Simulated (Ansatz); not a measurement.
## A barrier at the coupled-cluster level

Start structure (CH9NSi, closed shell), relaxed at PBE0-D4/def2-TZVP:

```tsv
atom	x (Å)	y (Å)	z (Å)
Si1	-1.1021	-0.7594	-0.4363
C2	0.4158	-1.5368	0.3216
H3	-0.7754	-0.0154	-1.6835
H4	-1.7708	0.1772	0.5077
H5	-2.1015	-1.8059	-0.7989
H6	1.6509	2.4257	0.5178
N7	0.8044	1.9728	0.1956
H8	1.1243	-0.7472	0.5769
H9	0.8902	-2.2286	-0.3780
H10	0.1593	-2.0916	1.2268
H11	0.6703	2.2418	-0.7715
H12	0.0344	2.3675	0.7218
```

The step: CH₆Si ([CH3][SiH3]) + NH₃ → SiNH₅ ([NH2][SiH3]) + CH₄; bonds formed: Si1–N7, C2–H6; bonds broken: Si1–C2, H6–N7. Program: Ansatz 0.2.0. Basis: def2-TZVPP and def2-QZVPP. Cores are frozen in the correlated methods. Extrapolation: Hartree–Fock as exp(−7.88 √X), correlation as X^−2.97. Energies below are by CCSD(T) at an estimated basis limit (MP2 extrapolated from triple and quadruple zeta, plus CCSD(T) − MP2 in triple zeta).

Task: What are the electronic barrier and the energy of the step, from the start structure to the end structure? (An estimate is asked for; the value comes from the calculation.)

Result: The calculation gives: Barrier 229.1 kJ/mol; step energy -42.4 kJ/mol (downhill); reverse barrier, their difference, 271.5 kJ/mol. Barrier and step energy count from the start structure, the reverse barrier from the end structure.

The saddle point: One imaginary mode of 1172i cm⁻¹.
| pair | start (Å) | saddle (Å) | end (Å) |
| --- | --- | --- | --- |
| Si1–N7 | 3.39 | 1.88 | 1.72 |
| C2–H6 | 4.16 | 1.57 | 1.09 |
| Si1–C2 | 1.87 | 2.35 | 4.00 |
| H6–N7 | 1.01 | 1.17 | 2.79 |

Zero-point energy (harmonic, PBE0-D4): ZPE is 254.2 kJ/mol at the start and 246.3 kJ/mol at the saddle, so the barrier goes from 229.1 to 221.2 kJ/mol.

The T1 diagnostic stays at or below 0.011.

Labels in which every atom is bracketed show which atoms are joined, not bond orders.

For scale, one of the runs: CCSD(T)/def2-TZVPP, 230 basis functions (an equivalent command: `ansatz run in.yaml --threads 4`). The run took 65 s on 4 CPU threads (shared host), with 3.9 GiB of host memory at its peak.
